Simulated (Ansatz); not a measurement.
The same path of C4H7NO (13 atoms, charge 0, multiplicity 1) was run twice with different band settings. The coordinate that changes most is the angle C3–N4–H10.

Method: RKS B3LYP-D4/6-31G in Ansatz.

Relaxed end points:

```xyz
13
Properties=species:S:1:pos:R:3
C -0.300 -1.532 1.770
C 0.635 -0.639 1.422
C 0.572 0.211 0.227
N 1.513 1.045 -0.033
O -0.589 -0.018 -0.519
C -0.788 0.761 -1.730
H -0.196 -2.133 2.668
H -1.189 -1.684 1.169
H 1.529 -0.480 2.016
H 1.405 1.607 -0.882
H -1.742 0.423 -2.132
H -0.838 1.833 -1.506
H 0.009 0.572 -2.457
```

```xyz
13
Properties=species:S:1:pos:R:3
C -0.212 -1.469 1.741
C 0.657 -0.543 1.316
C 0.481 0.259 0.093
N 1.277 1.154 -0.378
O -0.688 -0.035 -0.571
C -0.952 0.709 -1.802
H -0.036 -2.035 2.650
H -1.120 -1.679 1.187
H 1.566 -0.336 1.875
H 2.119 1.300 0.186
H -1.914 0.336 -2.150
H -0.992 1.782 -1.597
H -0.164 0.523 -2.535
```

Common settings: movable images 5; climbing image yes; spring 5.0 eV/Å²; optimiser quadratic models (default); start path IDPP; iteration limit 60; end points relaxed.

| run | force threshold |
| --- | --- |
| 1 | 0.05 eV/Å |
| 2 | 0.5 eV/Å |

(1) What does each run give, and how far can it be trusted?

Answers

(1) Run 1: converged after 7 iterations, highest image 0.740 eV above the first end. A vibrational analysis at the climbing image gives one clearly imaginary mode, 942i cm⁻¹: a first-order saddle point.
Run 2: converged after 3 iterations, highest image 0.739 eV above the first end. The threshold of 0.5 eV/Å is loose, so the images may lie well off the minimum-energy path. Another band between the same ends (5 images) ends at a top of the same energy, where a vibrational analysis finds 1 clearly imaginary mode.
Limits of this set-up: no polarisation functions.
